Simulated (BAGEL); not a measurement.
**singlet AlNH2Cl+, step by step**

Wanted: a single-point energy (singlet AlNH2Cl+, HF/def2-SV(P)), then a single-point energy (doublet AlNH2Cl, NEVPT2(3,3)/def2-SV(P)), then a single-point energy (doublet AlNH2Cl, CASPT2(3,3)/def2-SV(P)) of AlClH2N. 

The calculation is run with BAGEL 1.2.2.

### Step 1. The structure to begin with

AlNH2Cl+: 5 atoms, total charge +1, spin state singlet. SMILES of the parent species: `[NH2][Al][Cl]`. The N1–H5 distance was set to 1.917 Å, away from the relaxed value. That shape belongs to the parent species and isn't relaxed for this state. At this shape a bond of the SMILES string is far longer than usual.

Bond lengths: N1–Al2 1.765 Å, Al2–Cl3 2.116 Å, N1–H4 1.007 Å. Angles: N1–Al2–Cl3 116.7°, Al2–N1–H4 124.9°.

### Step 2. The energy at HF/def2-SV(P) (density fitting with svp-jkfit) (run 1)

Contents of input.json:

```json
{ "bagel" : [

{
  "title" : "molecule",
  "basis" : "def2-sv_p_.json",
  "df_basis" : "svp-jkfit",
  "angstrom" : "false",
  "geometry" : [
    { "atom" : "N", "xyz" : [    -1.26408127,     1.17692899,     1.23500027 ] },
    { "atom" : "Al", "xyz" : [     0.53493800,    -0.24660170,     3.65592841 ] },
    { "atom" : "Cl", "xyz" : [     3.37784198,    -2.81303875,     2.50640801 ] },
    { "atom" : "H", "xyz" : [    -2.67041545,     2.42717179,     1.51562460 ] },
    { "atom" : "H", "xyz" : [    -0.78725990,     0.53422558,    -2.29771799 ] }
  ]
},

{ "title" : "hf", "charge" : 1 },

{ "title" : "print", "file" : "orbitals.molden", "orbitals" : "true" }

]}
```

The basis set def2-SV(P) is read from a file made from the Basis Set Exchange's data (not shown).

Command:

```console
$ BAGEL_NUM_THREADS=1 BAGEL input.json > input.out
```

What it wrote:

```text
* using 1 threads per process

  ===============================================================
  ===============================================================

  *** Geometry ***

  { "atom" : "N", "xyz" : [     -1.264081,      1.176929,      1.235000 ] },
  { "atom" : "Al", "xyz" : [      0.534938,     -0.246602,      3.655928 ] },
  { "atom" : "Cl", "xyz" : [      3.377842,     -2.813039,      2.506408 ] },
  { "atom" : "H", "xyz" : [     -2.670415,      2.427172,      1.515625 ] },
  { "atom" : "H", "xyz" : [     -0.787260,      0.534226,     -2.297718 ] },

  Number of auxiliary basis functions:      369

  Since a DF basis is specified, we compute 2- and 3-index integrals:
    o Being stored without compression. Storage requirement is 0.009 GB

  Number of basis functions:       54
  Number of electrons      :       39

    * METHOD: MOLECULE                             0.08

  *** RHF ***

  === Nuclear Repulsion ===
   116.7727413689

      * DIIS with orbital gradients will be used.

  === RHF iteration (def2-sv_p_.json) ===
      0       -756.16082510          0.02675630           0.02
      1       -756.21602346          0.02561650           0.02
      2       -756.35925582          0.00202061           0.02
[... 12 lines of this table left out ...]
     15       -756.36177745          0.00000000           0.02
    * SCF iteration converged.

    * Permanent dipole moment:
           (    1.540548,    -1.400886,    -0.784860) a.u.

    * METHOD: HF                                   0.35

    * METHOD: PRINT                                0.01

  ===============================================================
```

Wall time 0.68 s (1 thread of Arm Neoverse V2, shared host); peak memory 0.14 GiB.

### Step 3. Doublet neutral AlNH2Cl: the energy at NEVPT2(3,3)/def2-SV(P) (density fitting with svp-jkfit) (run 2)

Contents of input.json:

```json
{ "bagel": [

{
  "title": "molecule",
  "basis": "def2-sv_p_.json",
  "df_basis": "svp-jkfit",
  "geometry": [
    { "atom": "N", "xyz": [    -1.26408127,     1.17692899,     1.23500027 ] },
    { "atom": "Al", "xyz": [     0.53493800,    -0.24660170,     3.65592841 ] },
    { "atom": "Cl", "xyz": [     3.37784198,    -2.81303875,     2.50640801 ] },
    { "atom": "H", "xyz": [    -2.67041545,     2.42717179,     1.51562460 ] },
    { "atom": "H", "xyz": [    -0.78725990,     0.53422558,    -2.29771799 ] }
  ]
},

{
  "title": "hf",
  "charge": 1
},

{
  "title": "casscf",
  "nstate": 1,
  "nact": 3,
  "nclosed": 18,
  "nspin": 1,
  "active": [18, 20, 21],
  "maxiter": 200,
  "natocc": true
},

{
  "title": "nevpt2",
  "nstate": 1,
  "nact": 3,
  "nclosed": 18,
  "nspin": 1,
  "active": [18, 20, 21],
  "maxiter": 200,
  "natocc": true,
  "ncore": 11
},

{
  "title": "print",
  "file": "orbitals.molden",
  "orbitals": true
}

]}
```

The basis set def2-SV(P) is read from a file made from the Basis Set Exchange's data (not shown).

Command:

```console
$ BAGEL_NUM_THREADS=1 BAGEL input.json > input.out
```

What it wrote:

```text
* using 1 threads per process

  ===============================================================
  ===============================================================

  *** Geometry ***

[... 29 lines left out ...]
    * SCF iteration converged.
[... 1 line left out ...]
    * Permanent dipole moment:
[... 28 lines left out ...]
    * Second-order optimization converged. *
[... 11 lines left out ...]
     * ci vector, state   0, <S^2> = 0.7500
[... 8 lines left out ...]
    * METHOD: CASSCF                               1.19

    * freezing 11 orbitals

  === DF-NEVPT2 calculation ===

    * 3-index integral transformation done
    * assembly done

      NEVPT2 correlation energy:   -0.3103949791      0.03

          (+0)     -0.2357142879
          (+0)'    -0.0205959763
          (+1)     -0.0114304997
          (+1)'    -0.0004103431
          (+2)     -0.0004323720
          (-1)     -0.0382379409
          (-1)'    -0.0013423683
          (-2)     -0.0022311909

      NEVPT2 total energy:       -757.0342445040

    * METHOD: NEVPT2                               0.07

    * METHOD: PRINT                                0.01

  ===============================================================
```

Run time: 1.9 s. Hardware: 1 thread of Arm Neoverse V2, shared host; peak memory 0.14 GiB.

### Step 4. Doublet neutral AlNH2Cl: a single-point energy at CASPT2(3,3)/def2-SV(P) (density fitting with svp-jkfit) (run 3)

Contents of input.json:

```json
{ "bagel" : [

{
  "title" : "molecule",
  "basis" : "def2-sv_p_.json",
  "df_basis" : "svp-jkfit",
  "angstrom" : false,
  "geometry" : [
    { "atom" : "N", "xyz" : [ -1.26408127,  1.17692899,  1.23500027 ] },
    { "atom" : "Al", "xyz" : [  0.53493800, -0.24660170,  3.65592841 ] },
    { "atom" : "Cl", "xyz" : [  3.37784198, -2.81303875,  2.50640801 ] },
    { "atom" : "H", "xyz" : [ -2.67041545,  2.42717179,  1.51562460 ] },
    { "atom" : "H", "xyz" : [ -0.78725990,  0.53422558, -2.29771799 ] }
  ]
},
{ "title" : "hf", "charge" : 1 },
{ "title" : "casscf", "nstate" : 1, "nact" : 3, "nclosed" : 18, "nspin" : 1, "active" : [18, 20, 21], "maxiter" : 200, "natocc" : true },
{ "title" : "print", "file" : "orbitals.molden", "orbitals" : true },
{ "title" : "smith", "method" : "caspt2", "ms" : true, "xms" : true, "sssr" : true, "shift" : 0.2, "shift_imag" : true, "ncore" : 11 }

]}
```

The basis set def2-SV(P) is read from a file made from the Basis Set Exchange's data (not shown).

Command:

```console
$ BAGEL_NUM_THREADS=1 BAGEL input.json > input.out
```

What it wrote:

```text
* using 1 threads per process

  ===============================================================
  ===============================================================

  *** Geometry ***

[... 31 lines left out ...]
    * Permanent dipole moment:
[... 40 lines left out ...]
     * ci vector, state   0, <S^2> = 0.7500
[... 26 lines left out ...]
       #      aibj      arbs      arbi      airj      risj      airs      arst      rist         Etot      error   time
[... 8 lines left out ...]
      ------------------------------------------------------------------------------------------------------------------

    * CASPT2 energy : state  0     -757.0401343583
        w/o shift correction       -757.0378791802
        reference weight              0.8947074162

    * METHOD: SMITH                                0.13

  ===============================================================
```

It took 2 s on 1 thread of Arm Neoverse V2, shared host; peak memory 0.14 GiB.

### Step 5. Summary of results

| quantity | value |
| --- | --- |
| run 1, HF/def2-SV(P): total energy | -756.36178 Eh |
| run 1, HF/def2-SV(P): HOMO energy | -16.34 eV |
| run 1, HF/def2-SV(P): LUMO energy | -7.41 eV |
| run 1, HF/def2-SV(P): HOMO–LUMO gap | 8.93 eV |
| doublet neutral AlNH2Cl, run 2: total energy | -757.03424 Eh |
| doublet neutral AlNH2Cl, run 3: total energy | -757.04013 Eh |
